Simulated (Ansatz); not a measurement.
# How far each method lies from UCCSDT(Q) for H₂Si–Ge, quintet

Geometry: that of the H2Si–Ge, triplet, kept fixed. The triplet lies 2.4 eV lower here.

```xyz
4

Si    0.0000    0.0000    1.6381
Ge    0.0000    0.0000   -0.7039
H     0.0000    1.1919    2.5412
H     0.0000   -1.1919    2.5412
```

Basis cc-pVDZ; Ansatz 0.2.0. Only valence electrons are correlated (noble-gas cores and the filled d shells of p-block atoms frozen), which leaves 10 electrons in 36 orbitals. R marks a restricted (for open shells ROHF) determinant, U an unrestricted one. Active spaces: valence = (10e, 10o) chosen from the atoms' valence shells. No spin–orbit coupling is included, and no scalar relativity.

Full CI isn't at hand for all of this; UCCSDT(Q) serves as the reference, and is uncertain by about the last step of the cluster series. The frozen core follows each run's orbitals, which can shift R against U totals by a few meV for light atoms and by up to 0.1 eV past Ca.

```
UHF ⟨S²⟩                          : 6.018
T1 diagnostic (RCCSD)             : 0.0259
largest doubles amplitude (RCCSD) : 0.057
T1 diagnostic (UCCSD)             : 0.0234
```

```
   level  E − E(UCCSDT(Q)) (kJ/mol)  share of correlation (%)  wall time
     UHF                      435.4                      3.27          –
    UMP2                      105.4                     76.57          –
   UCCSD                       15.5                     96.56          –
UCCSD(T)                        3.6                     99.20        3 s
  UCCSDT                        0.6                     99.87          –
```

The correlation energy at UCCSDT(Q), counted from RHF, is -4.665 eV. That run took 15 s on 1 thread of Arm Neoverse V2, shared host.

Run but not shown, since their state or frozen core can't be matched to the reference's or they repeat it: RHF, RMP2, CISD, RCCSD, RCCSD(T), BCCD(T), RCCSDT, RCCSDT(Q), CASSCF (valence space), NEVPT2 (valence space), MRCISD (valence space), MRCISD+Q (valence space), MRCISD+Q(relaxed) (valence space).

Times hold each run's SCF and search for its determinant on a shared host, so for small cases they say little of a method's own cost; they ran on 1 thread of Arm Neoverse V2.

Natural occupations of CASSCF (valence space) about the gap: 1.978 1.975 1.967 1.003 1.002 0.999 0.998 0.039 0.024 0.016; effectively unpaired electrons, Σ n²(2−n)², 4.02.
